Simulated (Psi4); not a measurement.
**SiPH3Cl (SMILES [PH][SiH2]Cl) at UPBE/jun-cc-pVDZ (sweep point 2)**

What is the vertical electron affinity of SiPH3Cl at UPBE/jun-cc-pVDZ (sweep point 2)? 

The calculation is run with Psi4 1.11.

## 1. The system as given

SiPH3Cl has 6 atoms, charge 0, and is taken as a doublet. As SMILES, `[PH][SiH2]Cl`. The shape is that of a GFN2-xTB optimisation. This is one conformer, not always the lowest.

Bond lengths: P1–Si2 2.228 Å, Si2–Cl3 2.029 Å, P1–H4 1.392 Å, Si2–H5 1.463 Å, Si2–H6 1.459 Å. Angles: P1–Si2–Cl3 110.6°, P1–Si2–H5 112.8°, P1–Si2–H6 108.5°, Cl3–Si2–H5 106.4°, Cl3–Si2–H6 107.9°, Si2–P1–H4 94.2°, H5–Si2–H6 110.6°.

## 2. A single-point energy at UPBE/jun-cc-pVDZ (sweep point 2)

clh3psi.inp reads:

```
memory 1600 MB

molecule geom {
  0 2
  P     -1.339730    -1.164950    -0.165130
  Si     0.470670     0.053950     0.283950
  Cl    -0.004750     2.023370     0.399910
  H     -1.621900    -0.494180    -1.352200
  H      1.500480    -0.061210    -0.748210
  H      0.995240    -0.356970     1.581680
  units angstrom
  symmetry c1
}

set basis jun-cc-pVDZ
set reference uks
set puream true
set scf_type pk
set dft_radial_points 99
set dft_spherical_points 590
set maxiter 150

energy("pbe")
```

On the command line:

```
$ psi4 clh3psi.inp clh3psi.out -n 1
```

clh3psi.out:

```text
[...]
  Running in c1 symmetry.
[...]
  Nuclear repulsion =  183.698200664115490
[...]
  Multiplicity = 2
[...]
  Nalpha       = 25
  Nbeta        = 24
[...]
    Number of basis functions: 81
[...]
   @UKS iter   1: -1092.25690735358535   -9.91468e-02   4.39090e-03 DIIS/ADIIS
[...]
   @UKS iter   9: -1092.35632749028264   -1.49082e-08   7.19132e-07 DIIS
[...]
   @S^2 Observed:                7.535779443E-01
[...]
    Orbital Energies [Eh]
    ---------------------
    Alpha Occupied:
       1A   -100.679652     2A    -76.342768     3A    -65.470359
       4A     -9.182610     5A     -7.004444     6A     -6.997302
       7A     -6.996946     8A     -6.331634     9A     -5.102469
      10A     -4.553543    11A     -4.547477    12A     -4.544614
      13A     -3.516299    14A     -3.512584    15A     -3.511658
      16A     -0.769551    17A     -0.596927    18A     -0.484566
      19A     -0.369514    20A     -0.361331    21A     -0.334969
      22A     -0.308162    23A     -0.284716    24A     -0.257326
      25A     -0.233232
    Alpha Virtual:
[...]
  @UKS Final Energy: -1092.35632749028264
   => Energetics <=
    Nuclear Repulsion Energy =            183.6982006641154896
    One-Electron Energy =               -1876.1284081828180206
    Two-Electron Energy =                 673.1012576401194565
    DFT Exchange-Correlation Energy =     -73.0273776116997624
    Empirical Dispersion Energy =           0.0000000000000000
    VV10 Nonlocal Energy =                  0.0000000000000000
    Total Energy =                      -1092.3563274902826379
[...]
 Multipole Moments:
 ------------------------------------------------------------------------------------
     Multipole            Electronic (a.u.)      Nuclear  (a.u.)        Total (a.u.)
 ------------------------------------------------------------------------------------
 L = 1.  Multiply by 2.5417464519 to convert [e a0] to [Debye]
 Dipole X            :         -2.1709528            2.3509159            0.1799631
 Dipole Y            :          1.7151923           -1.9978231           -0.2826308
 Dipole Z            :          0.6448867           -0.8620916           -0.2172048
 Magnitude           :                                                    0.3993055
[...]
```

Wall time 17 s (1 thread of Intel Xeon 6975P-C (Granite Rapids), shared host); peak memory 1.1 GiB.

## 3. The singlet anion, same level

clh3psi.dat reads:

```
memory 1600 mb

molecule geom {
  -1 1
  P     -1.339730    -1.164950    -0.165130
  Si     0.470670     0.053950     0.283950
  Cl    -0.004750     2.023370     0.399910
  H     -1.621900    -0.494180    -1.352200
  H      1.500480    -0.061210    -0.748210
  H      0.995240    -0.356970     1.581680
  symmetry c1
}

set {
  basis jun-cc-pVDZ
  puream true
  scf_type pk
  dft_radial_points 99
  dft_spherical_points 590
}

energy('pbe')
```

On the command line:

```
$ psi4 -n 1 clh3psi.dat clh3psi.out
```

clh3psi.out:

```text
[...]
  Running in c1 symmetry.
[...]
  Nuclear repulsion =  183.698200664115490
[...]
  Multiplicity = 1
[...]
  Nalpha       = 25
  Nbeta        = 25
[...]
    Number of basis functions: 81
[...]
   @RKS iter   1: -1092.17840661493392   -2.06461e-02   6.65749e-03 ADIIS/DIIS
[...]
   @RKS iter  10: -1092.43030412327926   -1.52504e-08   5.09538e-07 DIIS
[...]
    Orbital Energies [Eh]
    ---------------------
    Doubly Occupied:
       1A   -100.508767     2A    -76.087432     3A    -65.282023
       4A     -9.012495     5A     -6.833498     6A     -6.827422
       7A     -6.827181     8A     -6.075576     9A     -4.912261
      10A     -4.294720    11A     -4.292354    12A     -4.288756
      13A     -3.326342    14A     -3.322308    15A     -3.321523
      16A     -0.599571    17A     -0.359601    18A     -0.290556
      19A     -0.192743    20A     -0.181278    21A     -0.148279
      22A     -0.118262    23A     -0.100954    24A     -0.038672
      25A      0.024781
[...]
  @RKS Final Energy: -1092.43030412327926
   => Energetics <=
    Nuclear Repulsion Energy =            183.6982006641154896
    One-Electron Energy =               -1885.9802569136707007
    Two-Electron Energy =                 683.0842906302689244
    DFT Exchange-Correlation Energy =     -73.2325385039930978
    Empirical Dispersion Energy =           0.0000000000000000
    VV10 Nonlocal Energy =                  0.0000000000000000
    Total Energy =                      -1092.4303041232792566
[...]
 Multipole Moments:
 ------------------------------------------------------------------------------------
     Multipole            Electronic (a.u.)      Nuclear  (a.u.)        Total (a.u.)
 ------------------------------------------------------------------------------------
 L = 1.  Multiply by 2.5417464519 to convert [e a0] to [Debye]
 Dipole X            :         -1.2988242            2.3509159            1.0520916
 Dipole Y            :          3.5120007           -1.9978231            1.5141776
 Dipole Z            :          1.0691355           -0.8620916            0.2070439
 Magnitude           :                                                    1.8553969
[...]
```

Run time: 14 s. Hardware: 1 thread of Intel Xeon 6975P-C (Granite Rapids), shared host; peak memory 1.1 GiB.

## 4. Results

Level: UPBE/jun-cc-pVDZ (sweep point 2).

| quantity | value |
| --- | --- |
| doublet SiPH3Cl: total energy | -1092.35633 Eh |
| doublet SiPH3Cl: dipole moment | 1.01 D |
| doublet SiPH3Cl: HOMO energy (highest over α and β) | -6.35 eV |
| doublet SiPH3Cl: LUMO energy (lowest over α and β) | -4.76 eV |
| doublet SiPH3Cl: ⟨S²⟩ | 0.754 |
| singlet anion: total energy | -1092.43030 Eh |
| singlet anion: HOMO energy | 0.67 eV |
| singlet anion: LUMO energy | 3.01 eV |
| singlet anion: HOMO–LUMO gap (to an unbound level, set by the basis) | 2.33 eV |
| vertical electron affinity (to the singlet anion) | 2.013 eV |

In words: At fixed nuclei the extra electron is bound by 2.01 eV (194 kJ/mol). The HOMO (singlet anion) lies at positive energy, 0.67 eV, as semi-local functionals often give for anions; only total energies tell whether the electron is bound.
